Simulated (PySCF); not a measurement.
Atom-mapped SMILES (the numbers label the heavy atoms): `[CH:1]#[C:2][CH2:3][F:4]`. Hydrogens are named by the atom that carries them.

[PySCF 2.14.0 with density-fitted response routines: geometry: PBE0-D3(BJ)/def2-SVP; shielding tensors at KT2/pcSseg-2 (GIAO); B3LYP/pcJ-1 coupling constants; no solvent; non-relativistic Hamiltonian; rapidly exchanging positions averaged; a single conformation]

Question: List the cross peaks expected in HSQC, COSY and HMBC spectra.

Answer: 

HSQC (one-bond C–H):
```tsv
δH	δC	¹J(C,H) (Hz)
5.14 (H(C3))	73.5 (C3)	159
2.58 (H(C1))	76.5 (C1)	276
```

COSY cross peaks (|J| ≥ 2 Hz):
```tsv
δH	δH	abs. J (Hz)	bonds
5.14 (H(C3))	2.58 (H(C1))	3.7	4
```

HMBC (two and three bonds, |J| ≥ 2.5 Hz):
```tsv
δH	δC [abs. J in Hz]
5.14 (H(C3))	78.1 (C2) [7.1], 76.5 (C1) [5.0]
2.58 (H(C1))	78.1 (C2) [52.8], 73.5 (C3) [3.8]
```

Scale: ¹H (σ = 31.18 ppm), ¹³C (σ = 182.28 ppm) against TMS (reference shieldings calculated alike).

Common functionals overestimate the size of one-bond C–F couplings by tens of Hz; these are unscaled. Shifts are as computed. Against solution values, carbons near 30 ppm lie about +3 ppm off and those near 130 ppm about -1 ppm. Of 1211 compounds with measured shifts, 218 miss one by over three times the rms of a fit or turn the order of signals round; such compounds aren't used in these exercises.
